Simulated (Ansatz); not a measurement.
C$_{5}$H$_{8}$S (`C=CCSC=C`), relaxed with RKS PBE0-D4/def2-TZVP in Ansatz from a GFN2-xTB geometry. The force threshold is 0.005 eV/Å; the program also tests the step.

Total charge 0; spin multiplicity 1.

Start:

```xyz
14

C    -0.500   -2.006   -0.313
C    -1.160   -0.864   -0.256
C    -0.807    0.349   -1.042
S    -0.753    1.857   -0.003
C     0.719    1.703    0.928
C     1.600    0.717    0.915
H    -0.798   -2.864    0.264
H     0.359   -2.139   -0.953
H    -2.021   -0.755    0.388
H    -1.591    0.575   -1.768
H     0.147    0.252   -1.561
H     0.841    2.574    1.554
H     1.489   -0.160    0.305
H     2.474    0.761    1.540
```

(1) How much energy does the relaxation release, and in how many steps? (Best estimate.)

(2) Which bonds change most? (An estimate is asked.)

(3) Give the relaxed structure. (An estimate is asked.)

Results:

(1) Ansatz gave: 0.59 kcal/mol, in 10 steps, 1 of them rejected.

(2) Ansatz gave: C3–S4 from 1.832 to 1.807 Å; S4–C5 from 1.749 to 1.737 Å; C1–H7 from 1.076 to 1.083 Å; C5–H12 from 1.080 to 1.087 Å.

(3) Ansatz gave: 
```xyz
14

C    -0.509   -2.004   -0.290
C    -1.192   -0.869   -0.266
C    -0.809    0.361   -1.016
S    -0.756    1.852    0.003
C     0.711    1.684    0.917
C     1.632    0.727    0.882
H    -0.841   -2.875    0.263
H     0.405   -2.107   -0.868
H    -2.100   -0.795    0.326
H    -1.569    0.600   -1.767
H     0.142    0.241   -1.540
H     0.831    2.531    1.588
H     1.552   -0.146    0.249
H     2.504    0.798    1.519
```
